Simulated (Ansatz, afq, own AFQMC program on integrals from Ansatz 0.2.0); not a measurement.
AFQMC on a folder of integrals that Ansatz 0.2.0 wrote.

```yaml
crystal:
  periodic: [false, false, false]
  atoms:
    - {symbol: N, position_ang: [0.000000, 0.000000, 0.000000]}
    - {symbol: N, position_ang: [0.000000, 0.000000, 1.185000]}
basis:
  gaussian: {orbitals: 6-31G}
magnetization: {spin_polarized: true, initial_magnetization: 0}
correlation: {method: ccsd_t, electrons: outside_noble_gas, hamiltonian_folder: ham}
```

```sh
$ ansatz run in.yaml --threads 1 --pin off --events-out ev --progress --plain --max-ram 16896MiB --backend cuda --devices 0, --max-vram 18GiB
```

Options of the walk:

```
--method phaseless --trial cid --walkers 20 --populations 1 --least-time 40 --time-step 0.0025 --steps-per-block 10 --equilibration-blocks 120 --max-blocks 2400 --target-error 0.00076 --factor-cut 1e-05 --start determinant --seed 3746 --taylor-order 8
```

Times are imaginary, in 1/Eh. The walk had a cap of 60 s.

Log:

```
orbitals 16  electrons 5 5  factors 95 of 269
reference energy -108.84311070 Eh
CCSD correlation -0.24593364 Eh in 10 cycles, weight of the determinant in the CISD state 0.8928
energy of the start -109.089248 Eh
 block  time / (1/Eh)  mean weight  energy / Eh
     1     0.025  1.0007  -109.086883
     2     0.050  1.0000  -109.085095
     3     0.075  1.0006  -109.084371
     4     0.100  0.9999  -109.085131
     5     0.125  0.9992  -109.085501
     8     0.200  1.0018  -109.084547
    23     0.575  1.0011  -109.088648
    89     2.225  1.0000  -109.090372
   155     3.875  1.0003  -109.093972
   199     4.975  0.9995  -109.086099
   221     5.525  1.0009  -109.171014
   287     7.175  0.9999  -109.092189
   353     8.825  1.0009  -109.090126
   419    10.475  1.0011  -109.100817
   485    12.125  1.0002  -109.094215
   551    13.775  1.0013  -109.092763
   617    15.425  0.9992  -109.086498
   683    17.075  0.9993  -109.098304
   749    18.725  1.0003  -109.115005
   815    20.375  1.0011  -109.093175
   881    22.025  1.0000  -109.093707
blocks merged  error / Eh  count
     1  0.000501  781
     2  0.000677  390
     4  0.000897  195
     8  0.001173  97
    16  0.001379  48
    32  0.001634  24
    64  0.002160  12
energy -109.098737 +/- 0.001634 Eh
(rows thinned)
```

The time cap ended the run before it passed its tests.

Against this walk (error 44.5 meV) on the same determinant: CCSD(T) 4.0 meV lower (within the noise), CCSDT(Q) 75.1 meV lower (within the noise), CCSDTQ 60.6 meV lower (within the noise), full CI 70.4 meV lower (within the noise), a separate phaseless walk with a CISD trial and standard settings 40.7 ± 44.8 meV lower (within the noise). The error is statistical and leaves out the bias of the constraint.

Cautions: constraint bias not in the error; error not settled; error above the target (44.5 against 20.7 meV); higher spins were not checked; an unrestricted solution with more broken spin lies lower (172 meV, ⟨S²⟩ 0.48), while this determinant keeps restricted orbitals; CCSD(T) is in doubt: in a space of 8 electrons in 8 natural orbitals full CI lies 92 meV below it; the sampling time fell short of the least asked; so few walkers bias the energy.

The walk took 60 s on 1 × NVIDIA H100 80GB HBM3 with 2 threads of AMD EPYC 7R13 Processor (Zen 3), on a shared host (the card was shared). The log's last line is the phaseless energy.

CCSDT and higher add their correlation energy to the determinant of the CCSD(T) run, since their own runs factorise the integrals more tightly (a shift of under 2 meV). A walk keeps the symmetry of its determinant, which the program's search chose and which needn't be the lowest solution, so a lower state of the same spin and another symmetry isn't excluded.
